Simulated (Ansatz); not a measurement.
**Rhombohedral A7 Sb, bulk modulus**

Reference value: 39.5 GPa (measured, copied from a table, unchecked, extrapolated to 0 K and zero-point effects removed; as tabulated in Lejaeghere et al. (2013), arXiv:1204.2733).

Problem. What do LDA, PBE, PBE+SOC, PBEsol+SOC, r²SCAN give, and how far is each from the reference?

Solution. 
```tsv
level (code)	value (GPa)	cell (Å³/atom)	error (%)
LDA (Ansatz)	45.2	29.13	+14.4
PBE (Ansatz)	29.8	31.85	-25
PBE+SOC (Ansatz)	29.3	31.97	-26
PBEsol+SOC (Ansatz)	41.2	29.86	+4.3
r²SCAN (Ansatz)	27.8	31.57	-30
```

Once the reference is moved by up to 10.0 % (a margin picked here for doubts on the reference and the settings) and values within 1.7 % count as equal, the nearest can be PBEsol+SOC (+4.3 %), LDA (+14.4 %), PBE (-25 %) or PBE+SOC (-26 %).

LDA: LDA has no dispersion term either, though it tends to give short spacings of layers, chains or molecules. PBE, PBE+SOC: for a layered or molecular solid the relaxed cell lies over 5 % above the published volume, where the minimum can be shallow. PBE, PBE+SOC, PBEsol+SOC, r²SCAN: the cell comes from a level without a dispersion term, which matters for the spacing of layers, chains or molecules. Each level is taken at its own relaxed cell. Cutoffs differ between the levels. Ansatz's density-functional and Hartree–Fock values are scalar-relativistic unless marked +SOC, with PAW data made under PBE.

Differences are worked out from the printed values.

Ansatz is a program for electronic structure.
